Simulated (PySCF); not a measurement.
# SF5 radical: fields and orbitals

Aim: take SF5 radical and see where an electron leaves and enters, analyse its density (charges, bond critical points, surface potential) and measure its response to a uniform field.

Computed with PySCF 2.14.0. Level: levels as typed in each script, gas phase, geometry from GFN2-xTB.

## 1. The starting structure

SMILES `F[S](F)(F)(F)F`, 6 atoms, charge 0, spin multiplicity 2.

Bond lengths: F1–S2 1.700 Å, S2–F3 1.700 Å, S2–F4 1.700 Å, S2–F5 1.637 Å, S2–F6 1.700 Å. Angles: F1–S2–F3 89.8°, F1–S2–F4 89.9°, F1–S2–F5 92.8°, F1–S2–F6 174.4°, F3–S2–F4 174.4°, F3–S2–F5 92.8°, F3–S2–F6 89.9°, F4–S2–F5 92.8°, F4–S2–F6 89.9°, F5–S2–F6 92.7°.

Coordinates:

```xyz
6
charge 0, multiplicity 2
F    -1.25894   -1.13936   -0.27390
S    -0.00027   -0.00012   -0.19271
F    -1.14024    1.25777   -0.27534
F     1.13901   -1.25880   -0.27574
F     0.00220    0.00146    1.44410
F     1.25845    1.13914   -0.27652
```

## 2. Removing and adding an electron (CAM-B3LYP/aug-cc-pvdz)

The input, input.py:

```python
import numpy as np
from pyscf import gto, scf, dft
from pyscf.scf import atom_ks, atom_hf
from scipy.linalg import block_diag

def solve(mol, dm0=None, hcore=None):
    mf = (dft.UKS if mol.spin else dft.RKS)(mol, xc='camb3lyp')
    mf.grids.level = 3
    mf = mf.density_fit(auxbasis='def2-universal-jkfit')
    mf.conv_tol, mf.max_cycle = 1e-8, 80
    if hcore is not None:
        mf.get_hcore = lambda *args: hcore
    mf.kernel(dm0)
    if not mf.converged:
        mf = mf.newton().run(mf.mo_coeff, mf.mo_occ, max_cycle=30)
    assert mf.converged, 'SCF not converged'
    return mf

mol = gto.M(atom='''
F     -1.25894    -1.13936    -0.27390
S     -0.00027    -0.00012    -0.19271
F     -1.14024     1.25777    -0.27534
F      1.13901    -1.25880    -0.27574
F      0.00220     0.00146     1.44410
F      1.25845     1.13914    -0.27652
''', basis='aug-cc-pvdz', charge=0, spin=1, verbose=4)
mf = solve(mol)
out = dict(e0=mf.e_tot, dm0=mf.make_rdm1(), c=mf.mo_coeff, occ=mf.mo_occ, eps=mf.mo_energy)
for name, dq, spin in [('cation', 1, 0), ('anion', -1, 0)]:
    ion = mol.copy().set(charge=mol.charge + dq, spin=spin).build()
    mi = solve(ion)
    if spin and dq > 0 and mol.nao < 130:
        c, _, stable, _ = mi.stability(return_status=True)
        if not stable:
            mi = solve(ion, mi.make_rdm1(c, mi.mo_occ))
    print(name, 'vertical energy change / eV', (mi.e_tot - mf.e_tot) * 27.211386)
    out.update({'e_' + name: mi.e_tot, 'dm_' + name: mi.make_rdm1(), 's2_' + name: mi.spin_square()[0], 'eps_' + name: mi.mo_energy, 'occ_' + name: mi.mo_occ})
# spherically averaged free atoms, for the promolecule
atm = atom_ks.get_atm_nrks(mol, xc='camb3lyp')
pro = block_diag(*[(atm[a[0]][2] * atm[a[0]][3]) @ atm[a[0]][2].T for a in mol._atom])
np.savez('result.npz', pro=pro, **out)
```

Started as:

```sh
> OMP_NUM_THREADS=1 python input.py
```

## 3. Density, bond paths and surface potential (PBE0/def2-tzvp)

The input, input.py:

```python
import numpy as np
from pyscf import gto, scf, dft
from pyscf.scf import atom_ks, atom_hf
from scipy.linalg import block_diag

def solve(mol, dm0=None, hcore=None):
    mf = (dft.UKS if mol.spin else dft.RKS)(mol, xc='pbe0')
    mf.grids.level = 3
    mf = mf.density_fit(auxbasis='def2-universal-jkfit')
    mf.conv_tol, mf.max_cycle = 1e-8, 80
    if hcore is not None:
        mf.get_hcore = lambda *args: hcore
    mf.kernel(dm0)
    if not mf.converged:
        mf = mf.newton().run(mf.mo_coeff, mf.mo_occ, max_cycle=30)
    assert mf.converged, 'SCF not converged'
    return mf

mol = gto.M(atom='''
F     -1.25894    -1.13936    -0.27390
S     -0.00027    -0.00012    -0.19271
F     -1.14024     1.25777    -0.27534
F      1.13901    -1.25880    -0.27574
F      0.00220     0.00146     1.44410
F      1.25845     1.13914    -0.27652
''', basis='def2-tzvp', charge=0, spin=1, verbose=4)
mf = solve(mol)
mf.analyze()
# spherically averaged free atoms, for the promolecule
atm = atom_ks.get_atm_nrks(mol, xc='pbe0')
pro = block_diag(*[(atm[a[0]][2] * atm[a[0]][3]) @ atm[a[0]][2].T for a in mol._atom])
np.savez('result.npz', e=mf.e_tot, c=mf.mo_coeff, occ=mf.mo_occ, eps=mf.mo_energy, pro=pro, dip=mf.dip_moment(verbose=0), s2=mf.spin_square()[0])
```

## 5. Response to an electric field (HF/def2-svp)

The input, input.py:

```python
import numpy as np
from pyscf import gto, scf, dft
from pyscf.scf import atom_ks, atom_hf
from scipy.linalg import block_diag

def solve(mol, dm0=None, hcore=None):
    mf = scf.UHF(mol) if mol.spin else scf.RHF(mol)
    mf = mf.density_fit(auxbasis='def2-universal-jkfit')
    mf.conv_tol, mf.max_cycle = 1e-8, 80
    if hcore is not None:
        mf.get_hcore = lambda *args: hcore
    mf.kernel(dm0)
    if not mf.converged:
        mf = mf.newton().run(mf.mo_coeff, mf.mo_occ, max_cycle=30)
    assert mf.converged, 'SCF not converged'
    return mf

mol = gto.M(atom='''
F     -1.25894    -1.13936    -0.27390
S     -0.00027    -0.00012    -0.19271
F     -1.14024     1.25777    -0.27534
F      1.13901    -1.25880    -0.27574
F      0.00220     0.00146     1.44410
F      1.25845     1.13914    -0.27652
''', basis='def2-svp', charge=0, spin=1, verbose=4)
field = np.array([0.0, 0.0, 0.004])  # atomic units
mol.set_common_orig(mol.atom_charges() @ mol.atom_coords() / mol.atom_charges().sum())
mf = solve(mol)
out = dict(dm0=mf.make_rdm1(), d0=mf.dip_moment(unit='AU'), e0=mf.e_tot)
for name, sign in (('p', 1), ('m', -1)):
    h = mf.get_hcore() + sign * np.einsum('x,xij->ij', field, mol.intor('int1e_r'))
    mi = solve(mol, mf.make_rdm1(), h)
    out.update({'dm' + name: mi.make_rdm1(), 'd' + name: mi.dip_moment(unit='AU'), 'e' + name: mi.e_tot})
# spherically averaged free atoms, for the promolecule
atm = scf.atom_hf.get_atm_nrhf(mol)
pro = block_diag(*[(atm[a[0]][2] * atm[a[0]][3]) @ atm[a[0]][2].T for a in mol._atom])
np.savez('result.npz', pro=pro, **out)
```

(Steps that only read results are left out.)

Before running it: what results should come out? Wanted: dipole moment; HOMO, LUMO; polarisability along the field.

**Answer**, as computed:

| quantity | value |
| --- | --- |
| dipole moment (PBE0/def2-tzvp) | 0.33 D |
| HOMO, LUMO (PBE0/def2-tzvp) | -9.79, -5.77 eV |
| polarisability along the field (HF/def2-svp) | 16.9 bohr³ |

In words: At PBE0/def2-tzvp: The highest Hirshfeld charge is on S2 (+0.62 e), the lowest on F1, F3, F4 and F6 (−0.14 e). The geometry was not optimised at these levels.
